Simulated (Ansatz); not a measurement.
Input for Ansatz (development build ahead of 0.2.0):

```yaml
crystal:
  periodic: [false, false, false]
  atoms:
    - { symbol: O, position_ang: [-1.57258, -0.16959, 0.0] }
    - { symbol: H, position_ang: [-2.05753, 0.74907, 0.0] }
    - { symbol: H, position_ang: [-0.5573, 0.09486, 0.0] }
    - { symbol: O, position_ang: [1.4834, 0.17478, 0.0] }
    - { symbol: H, position_ang: [1.66412, -0.44273, -0.81911] }
    - { symbol: H, position_ang: [1.66412, -0.44273, 0.81911] }
basis:
  gaussian: { orbitals: cc-pVDZ }
hamiltonian:
  xc: hf
```

The input is written out in the form of the current development build from the run's settings.

Output:

```
Converged                       : yes
Total energy                    : -152.03137 hartree
Spin squared of the determinant : 0.000
```
